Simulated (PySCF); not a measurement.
What does the GFN2-xTB structure of `COc1ccccc1` look like in three dimensions?

```xyz
16
C7H8O angstrom
C     -2.6785    0.1437   -0.2118
O     -1.5991   -0.5637   -0.7701
C     -0.3394   -0.2854   -0.3282
C      0.6872   -1.0236   -0.9193
C      1.9979   -0.8192   -0.5436
C      2.3100    0.1242    0.4237
C      1.2949    0.8559    1.0097
C     -0.0268    0.6579    0.6436
H     -3.5701   -0.2402   -0.7056
H     -2.7598   -0.0304    0.8664
H     -2.5965    1.2193   -0.4005
H      0.4259   -1.7519   -1.6710
H      2.7819   -1.3992   -1.0074
H      3.3363    0.2855    0.7165
H      1.5256    1.5934    1.7645
H     -0.7972    1.2426    1.1216
```

Orientation and origin are arbitrary. Atoms count from 1 in this order. Of the pairs four or more bonds apart, C1···H16 is among the closest relative to their van der Waals radii: 2.55 Å, 88 % of the sum of Bondi's values. The 8 heavy atoms lie in one plane (0.001 Å rms). The 2 C–O bonds span 1.364 Å (O2–C3, drawn single) to 1.406 Å (C1–O2, drawn single), a spread of 0.042 Å. The 6-membered ring C3–C4–C5–C6–C7–C8 has internal angles of 119.3° to 120.9°; it is planar, 0.00 Å rms from its mean plane, widest ring torsion 0°.

Bonds between heavy atoms (Å): C1–O2 1.406, O2–C3 1.364, C3–C4 1.396, C4–C5 1.379, C5–C6 1.387, C6–C7 1.382, C7–C8 1.386, C3–C8 1.390.

The geometry is computed with GFN2-xTB (gas phase).

Point group: Cs (every atom within 0.08 Å of its image). No GFN2-xTB frequencies stand behind this structure, so it isn't proved a minimum. The numbers are those of one conformer (C1–O2–C3–C4 180°).
